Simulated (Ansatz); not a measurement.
**NaSiH2+ (SMILES [Na][SiH2+]): one structure at several levels**

How do the functionals fare away from a minimum? The structure is a structure displaced at random from a GFN2-xTB minimum.

The runs use Ansatz 0.2.0, Gaussian basis; single points in def2-TZVPP.

Cores are frozen in the correlated methods. The outer core shell of Li, Na, Mg and K is correlated.

## (1) The system as given

SMILES `[Na][SiH2+]`, 4 atoms, charge 1, spin multiplicity 1.

Atoms are counted from 1 here; the program's logs count them from 0.

Bond lengths: Na1–Si2 3.035 Å, Si2–H3 1.448 Å, Si2–H4 1.429 Å. Angles: Na1–Si2–H3 131.0°, Na1–Si2–H4 134.5°, H3–Si2–H4 94.6°.

Coordinates:

```tsv
atom	x (Å)	y (Å)	z (Å)
Na1	-2.5495	1.0430	-0.1735
Si2	0.2496	-0.1116	0.0325
H3	0.8276	-1.3077	-0.5428
H4	1.4463	0.2789	0.7084
```

## (2) CCSD(T)/def2-TZVPP

run/in.yaml

```yaml
crystal:
  periodic: [false, false, false]
  atoms:
    - {symbol: Na, position_ang: [-2.549500, 1.043000, -0.173500]}
    - {symbol: Si, position_ang: [0.249600, -0.111600, 0.032500]}
    - {symbol: H, position_ang: [0.827600, -1.307700, -0.542800]}
    - {symbol: H, position_ang: [1.446300, 0.278900, 0.708400]}
basis:
  gaussian: {orbitals: def2-TZVPP}
total_charge: 1
correlation: {method: ccsd_t}
output: {forces: true}
```

No record of the launch command was kept for these runs.

## (3) PBE0-D4/def2-TZVPP

run/in.yaml, as its differences from that of step 2:

```diff
@@ -10,3 +10,3 @@
 total_charge: 1
-correlation: {method: ccsd_t}
-output: {forces: true}
+hamiltonian: {xc: pbe0, dispersion: d4}
+output: {forces: true, orbitals: {seedname: orbitals}}
```

## (4) wB97M-V/def2-TZVPP

run/in.yaml, as its differences from that of step 3:

```diff
@@ -10,3 +10,3 @@
 total_charge: 1
-hamiltonian: {xc: pbe0, dispersion: d4}
-output: {forces: true, orbitals: {seedname: orbitals}}
+hamiltonian: {xc: {name: wB97M-V}}
+output: {forces: true}
```

## (5) r2SCAN-D4/def2-TZVPP

run/in.yaml, as its differences from that of step 4:

```diff
@@ -10,3 +10,3 @@
 total_charge: 1
-hamiltonian: {xc: {name: wB97M-V}}
+hamiltonian: {xc: r2scan, dispersion: d4}
 output: {forces: true}
```

## (6) PBE-D4/def2-TZVPP

run/in.yaml, as its differences from that of step 5:

```diff
@@ -10,3 +10,3 @@
 total_charge: 1
-hamiltonian: {xc: r2scan, dispersion: d4}
+hamiltonian: {xc: pbe, dispersion: d4}
 output: {forces: true}
```

## (7) HSE06-D4/def2-TZVPP

run/in.yaml, as its differences from that of step 6:

```diff
@@ -10,3 +10,3 @@
 total_charge: 1
-hamiltonian: {xc: pbe, dispersion: d4}
+hamiltonian: {xc: hse06, dispersion: d4}
 output: {forces: true}
```

## (8) B97M-V/def2-TZVPP

run/in.yaml, as its differences from that of step 7:

```diff
@@ -10,3 +10,3 @@
 total_charge: 1
-hamiltonian: {xc: hse06, dispersion: d4}
+hamiltonian: {xc: {name: B97M-V}}
 output: {forces: true}
```

(Steps that only read results are left out.)

What does the calculation give? Wanted: energy less free atoms, CCSD(T)/def2-TZVPP; RMS force component; RMS force error; HOMO and LUMO, PBE0-D4; T1 diagnostic.

As calculated:

| quantity | value |
| --- | --- |
| energy less free atoms, CCSD(T)/def2-TZVPP | -200.9 kJ/mol |
| RMS force component | 0.545 to 0.732 eV/Å over the methods |
| RMS force error | PBE0-D4 0.067, wB97M-V 0.039, r2SCAN-D4 0.058, PBE-D4 0.166, HSE06-D4 0.070, B97M-V 0.053 eV/Å |
| HOMO and LUMO, PBE0-D4 | -11.98 and -7.61 eV |
| T1 diagnostic | 0.009 |

In words: Against CCSD(T) the functionals' energies less atoms differ by -21.5 to +25.1 kJ/mol, PBE-D4 by +25.1 kJ/mol. CCSD(T) in triple zeta still lacks some correlation energy of the bonds, so part of these gaps is its own basis error and they don't rank the functionals. The forces of wB97M-V come nearest to CCSD(T), those of PBE-D4 are farthest. Frozen-core CCSD(T) forces in triple zeta carry basis errors of their own, and this is one geometry, so small gaps rank nothing. The restricted Hartree–Fock reference is unstable towards an unrestricted one at one or more of these structures.
